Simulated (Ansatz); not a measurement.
Calculated with Ansatz (gas phase, PBE0-D4/def2-TZVP geometries, no zero-point term in ΔE). CBS: MP2 limit from def2 TZ/QZ plus the TZ coupled-cluster correction, frozen cores. Functionals use def2-TZVPP. B3LYP here is the variant with VWN-RPA as its local correlation; programs differ in this. Each species was taken in one conformer, which may not be the lowest.

Reaction (isomerisation): `CCC(C)CO` → `CCCOCC`

```
             level  ΔE (kcal/mol)  difference from CCSD(T)/CBS
            PBE-D4            7.2                         -1.5
         r2SCAN-D4            7.2                         -1.5
           PBE0-D4            7.8                         -0.9
          B3LYP-D4            6.3                         -2.4
           ωB97X-V            7.2                         -1.5
           ωB97M-V            7.9                         -0.8
            B2PLYP            6.5                         -2.2
               PBE            6.4                         -2.3
            r2SCAN            7.0                         -1.7
              PBE0            7.1                         -1.6
             B3LYP            5.0                         -3.7
     HF/def2-TZVPP            4.3                         -4.4
    MP2/def2-TZVPP            9.6                          0.9
SCS-MP2/def2-TZVPP            8.2                         -0.5
   CCSD/def2-TZVPP            8.0                         -0.7
CCSD(T)/def2-TZVPP            8.3                         -0.4
     HF/def2-QZVPP            4.2                         -4.5
    MP2/def2-QZVPP            9.8                          1.1
SCS-MP2/def2-QZVPP            8.4                         -0.3
      HF/CBS(def2)            4.2                         -4.5
     MP2/CBS(def2)           10.0                          1.3
    CCSD/CBS(def2)            8.4                         -0.3
       CCSD(T)/CBS            8.7                            0
```

Largest T1 diagnostic among the species: 0.010.

The D4 term adds +1.3 kcal/mol with B3LYP and +0.7 kcal/mol with PBE0; it sums over pairs of atoms, weighted by their polarisabilities, and B3LYP, whose exchange is more repulsive, gets the larger term. In def2-TZVPP, CCSD(T) changes the Hartree–Fock value by +4.0 kcal/mol (the triples alone add +0.3 kcal/mol) and MP2 by +5.3 kcal/mol.
